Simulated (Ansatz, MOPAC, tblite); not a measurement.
Potential energy curve for SMILES ClB(Cl)Cl. The B1–Cl4 bond (B1 also carries Cl, Cl; Cl4 carries nothing else) is stretched with both fragments frozen at the PBE0/def2-TZVP optimised geometry. Each curve is given relative to its own lowest point near equilibrium.

```json
[
 {"R / Å": "1.40", "A": "66.9", "B": "24.7", "C": "42.7"},
 {"R / Å": "1.49", "A": "31.7", "B": "8.2", "C": "16.8"},
 {"R / Å": "1.57", "A": "13.6", "B": "1.6", "C": "5.6"},
 {"R / Å": "1.62", "A": "6.7", "B": "0.0", "C": "2.1"},
 {"R / Å": "1.68", "A": "1.9", "B": "0.0", "C": "0.2"},
 {"R / Å": "1.74", "A": "0.0", "B": "1.6", "C": "0.0"},
 {"R / Å": "1.81", "A": "0.4", "B": "5.0", "C": "1.3"},
 {"R / Å": "1.84", "A": "1.2", "B": "7.0", "C": "2.2"},
 {"R / Å": "1.90", "A": "3.8", "B": "11.5", "C": "4.5"},
 {"R / Å": "2.00", "A": "10.0", "B": "20.6", "C": "9.5"},
 {"R / Å": "2.13", "A": "19.9", "B": "34.5", "C": "17.2"},
 {"R / Å": "2.36", "A": "38.9", "B": "61.0", "C": "32.7"},
 {"R / Å": "2.64", "A": "60.1", "B": "90.7", "C": "51.7"},
 {"R / Å": "2.85", "A": "73.5", "B": "109.1", "C": "64.2"},
 {"R / Å": "3.09", "A": "86.1", "B": "125.5", "C": "75.8"},
 {"R / Å": "3.43", "A": "98.1", "B": "141.8", "C": "87.3"},
 {"R / Å": "3.85", "A": "105.5", "B": "154.0", "C": "94.8"},
 {"R / Å": "4.24", "A": "109.2", "B": "161.0", "C": "—"},
 {"R / Å": "4.65", "A": "111.3", "B": "165.8", "C": "—"},
 {"R / Å": "5.27", "A": "113.0", "B": "170.7", "C": "—"},
 {"R / Å": "6.08", "A": "113.8", "B": "174.9", "C": "—"}
]
```

Energies in kcal/mol.

Task: Match the curves with the methods GFN2-xTB, 300 K electronic temperature run with tblite; PM3, restricted, heats of formation (MOPAC); Ansatz (a quantum-chemistry and plane-wave program) with unrestricted PBE/cc-pVDZ.

Result: A is UKS-PBE; B is PM3; C is GFN2-xTB.

Dashes: no converged value, or the column stops at the first point that the program doubted or that broke a chosen test of continuity, which isn't proof of a fault.

The unrestricted determinant behind UKS-PBE is spin-contaminated at 3.43 to 6.08 Å (<S²> up to 0.8, against 0.00 for a pure singlet). The restricted form behind PM3 keeps the bonding electrons paired and can't separate into open-shell fragments.
